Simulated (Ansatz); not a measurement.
Input file:

```yaml
crystal:
  periodic: [false, false, false]
  atoms:
    - {symbol: Al, position_ang: [0.000000, 0.055860, -0.011775]}
    - {symbol: H, position_ang: [0.000000, 0.224902, -1.562973]}
    - {symbol: H, position_ang: [0.000000, 0.263103, 1.889966]}
    - {symbol: H, position_ang: [0.000000, -1.983312, -0.011775]}
basis:
  gaussian: {orbitals: def2-SVP}
total_charge: 1
magnetization: {spin_polarized: false, initial_magnetization: 1}
correlation: {active_space: {window: {electrons: 1, orbitals: 8}}}
```

```sh
$ ansatz run in.yaml --threads 1 --pin off --events-out ev --progress --plain --max-ram 2393MiB
```

Output:

```
314 factors; integrals over basis functions are off by at most 1.8e-3 eV
mean field evaluation 1: about -6616.1011 eV, gradient 7.7e0 eV
mean field evaluation 2: about -6616.1027 eV, gradient 7.7e0 eV
mean field evaluation 4: about -6617.0716 eV, gradient 1.1e0 eV
mean field evaluation 8: about -6617.0817 eV, gradient 5.0e-3 eV
mean field -6617.08168459 eV, -243.1732666895 hartree, gradient 5.3e-6 eV, S^2 0.750000; 0 other end points of the search recorded, 0 dependent functions left out
reference -6617.08168459 eV, -243.1732666895 hartree; 8, 7 occupied and 25, 26 virtual orbitals, 314 factors
state -6617.08168459 eV, -243.1732666895 hartree
Total energy: -6617.08168459 eV, -243.1732666895 hartree
```

Ran on 1 thread of Arm Neoverse V1, shared host: 0.4 s wall, 0.16 GiB peak host memory.
